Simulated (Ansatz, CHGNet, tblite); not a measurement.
Chalcopyrite CuGaSe₂: properties by level of theory

Reference values: lattice constant a 5.619 Å (measured, 293 K, not corrected to a static lattice, sources range from 5.596 to 5.619; as tabulated in Souilah et al., J. Solid State Chem. 183, 2274 (2010), by the Crystallography …); lattice parameter c 11.026 Å (measured, 293 K, not corrected to a static lattice; as tabulated in Souilah et al., J. Solid State Chem. 183, 2274 (2010), by the Crystallography …).

| level (code) | lattice constant a (Å) | lattice parameter c (Å) |
|---|---|---|
| GFN1-xTB (tblite) | 5.688 | 11.193 |
| GFN2-xTB (tblite) | 5.898 | 11.389 |
| CHGNet-r²SCAN (CHGNet) | 5.604 | 11.095 |
| PBE-D4 (Ansatz) | 5.587 | 11.091 |
| HSE06 (Ansatz) | (withheld) | 11.109 |

Complete the blanks.


- HSE06 (Ansatz, a program for electronic structure), lattice constant a (Å): 5.650

Differences from the reference values (errors of the level alone only where the reference is corrected to a static lattice):

```
level          lattice constant a (%)  lattice parameter c (%)
-------------  ----------------------  -----------------------
GFN1-xTB                        +1.23                    +1.51
GFN2-xTB                        +4.97                    +3.29
CHGNet-r²SCAN                   -0.27                    +0.63
PBE-D4                          -0.57                    +0.59
HSE06                           +0.55                    +0.75
```

Nearest: lattice constant a, not ranked (reference at room or unstated temperature); lattice parameter c, not ranked (reference at room or unstated temperature).

Machine-learned potentials (CHGNet-r²SCAN) are trained on DFT data, which may include these solids.

Caveats: the method was fitted mainly to molecules (GFN1-xTB, GFN2-xTB); the run uses a supercell at the zone centre in place of a k mesh (GFN1-xTB, GFN2-xTB). Ansatz's density-functional and Hartree–Fock values are scalar-relativistic unless marked +SOC, with PAW data made under PBE.

Differences are worked out from the printed values.

Computed values are for the static lattice.
